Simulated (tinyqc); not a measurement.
Coupled-perturbed Hartree-Fock on RHF in the sto-3g basis, for H2O, spin multiplicity 1, step by step. One step of it, computed by the program tinyqc.

Question. Coupled step 1. U_ai = -(mu_ai + sum_bj [4 (ai|bj) - (ab|ij) - (aj|bi)] U_bj) / (e_a - e_i); alpha = -4 sum U_ai mu_ai.

uncoupled U:
```
           i1        i2        i3        i4        i5
a6  -0.002070  0.030136  0.000000  0.535137  0.000000
a7   0.000000  0.000000  0.522386  0.000000  0.000000
```

dipole integrals <a|z|i> (bohr):
```
          i1         i2         i3         i4        i5
a6  0.042960  -0.051914   0.000000  -0.498271  0.000000
a7  0.000000   0.000000  -0.641189   0.000000  0.000000
```

orbital energies (hartree): MO1 -20.246717, MO2 -1.219529, MO3 -0.576730, MO4 -0.427974, MO5 -0.382854, MO6 0.503134, MO7 0.650695

Two-electron integrals over orbitals (pq|rs), unique and non-zero (hartree):
```
(11|11) 4.745937    (21|11) -0.424784   (21|21) 0.060154    (22|11) 1.013506
(22|21) -0.014603   (22|22) 0.721973    (31|31) 0.010417    (32|31) 0.016811
(32|32) 0.135957    (33|11) 0.768259    (33|21) -0.004523   (33|22) 0.621707
(33|33) 0.603873    (41|11) 0.167267    (41|21) -0.021516   (41|22) 0.013242
(41|33) 0.005642    (41|41) 0.025589    (42|11) -0.138236   (42|21) 0.008244
(42|22) -0.014881   (42|33) 0.005325    (42|41) 0.019496    (42|42) 0.129262
(43|31) -0.002534   (43|32) 0.026771    (43|43) 0.051314    (44|11) 0.968740
(44|21) -0.012105   (44|22) 0.671567    (44|33) 0.576458    (44|41) -0.010064
(44|42) -0.100814   (44|44) 0.740410    (51|51) 0.025994    (52|51) 0.032975
(52|52) 0.148365    (53|53) 0.026844    (54|51) -0.012127   (54|52) -0.043954
(54|54) 0.050904    (55|11) 1.115349    (55|21) -0.011993   (55|22) 0.751358
(55|33) 0.607813    (55|41) 0.004673    (55|42) -0.074580   (55|44) 0.710120
(55|55) 0.880159    (61|11) -0.216188   (61|21) 0.032551    (61|22) -0.002334
(61|33) 0.000206    (61|41) 0.001574    (61|42) 0.020289    (61|44) -0.016735
(61|55) -0.005806   (61|61) 0.027404    (62|11) 0.283171    (62|21) -0.006566
(62|22) 0.134838    (62|33) 0.066442    (62|41) 0.018287    (62|42) 0.027953
(62|44) 0.075958    (62|55) 0.148620    (62|61) 0.007913    (62|62) 0.096293
(63|31) 0.002530    (63|32) -0.042768   (63|43) -0.035842   (63|63) 0.078035
(64|11) 0.246429    (64|21) -0.002890   (64|22) 0.114135    (64|33) 0.044849
(64|41) 0.002398    (64|42) -0.036568   (64|44) 0.127948    (64|55) 0.134552
(64|61) -0.000555   (64|62) 0.062946    (64|64) 0.082785    (65|51) 0.014354
(65|52) 0.055243    (65|54) 0.002741    (65|65) 0.035776    (66|11) 0.775356
(66|21) -0.007174   (66|22) 0.593487    (66|33) 0.553343    (66|41) 0.019021
(66|42) 0.053646    (66|44) 0.541332    (66|55) 0.575492    (66|61) 0.008224
(66|62) 0.089989    (66|64) 0.047968    (66|66) 0.581430    (71|31) 0.014658
(71|32) 0.022387    (71|43) -0.003663   (71|63) 0.003048    (71|71) 0.020665
(72|31) 0.014499    (72|32) 0.050645    (72|43) -0.030176   (72|63) 0.031490
(72|71) 0.019413    (72|72) 0.066576    (73|11) 0.369059    (73|21) -0.007105
(73|22) 0.157589    (73|33) 0.089143    (73|41) -0.000348   (73|42) -0.074017
(73|44) 0.153866    (73|55) 0.199135    (73|61) -0.005965   (73|62) 0.072859
(73|64) 0.089879    (73|66) 0.041071    (73|73) 0.155241    (74|31) -0.008423
(74|32) -0.072749   (74|43) -0.006721   (74|63) 0.051840    (74|71) -0.011788
(74|72) -0.017719   (74|74) 0.068198    (75|53) 0.023937    (75|75) 0.025335
(76|31) 0.008323    (76|32) 0.093121    (76|43) 0.057281    (76|63) -0.070408
(76|71) 0.011347    (76|72) -0.004313   (76|74) -0.058768   (76|76) 0.116235
(77|11) 0.858455    (77|21) -0.009351   (77|22) 0.615815    (77|33) 0.591525
(77|41) 0.003707    (77|42) -0.019328   (77|44) 0.593769    (77|55) 0.618673
(77|61) -0.004545   (77|62) 0.065043    (77|64) 0.049015    (77|66) 0.553010
(77|73) 0.100225    (77|77) 0.607412
```

Give: U after step 1; polarisability.

Answer.

U after step 1:
```
         i1       i2      i3      i4      i5
a6  -0.0008  -0.0571  0.0000  0.5586  0.0000
a7   0.0000   0.0000  0.4626  0.0000  0.0000
```

polarisability = 2.2881 bohr^3
